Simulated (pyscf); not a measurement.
Structures and frequencies: ωB97X-D3(BJ)/def2-SVP in PySCF. Correlated levels are frozen-core, on RHF or UHF. ΔMP2 is the change of the MP2 total energy from the triple- to the quadruple-zeta basis.

Question: What is the homolytic dissociation enthalpy (298 K, CCSD(T)/def2-TZVPP + ΔMP2(QZVPP)) of the B–F bond of F–B(Br)–Br, to F• + [Br–B–Br]•?

Answer: B–F to F• + [Br–B–Br]•: 7.06 eV. The radicals are drawn with the spin at the cut bond; how far it spreads was not checked. The CCSD(T) − MP2 part came from Ansatz, without density fitting, on the same reference. The frozen core leaves the outer d or s,p core shells of the metals and heavy elements correlated in the MP2 and CC values, and def2-TZVPP describes them poorly, which can shift differences by a few kcal/mol. Left out: the spin-orbit lowering of F. Elements up to Kr have no core potential and no relativistic terms here.
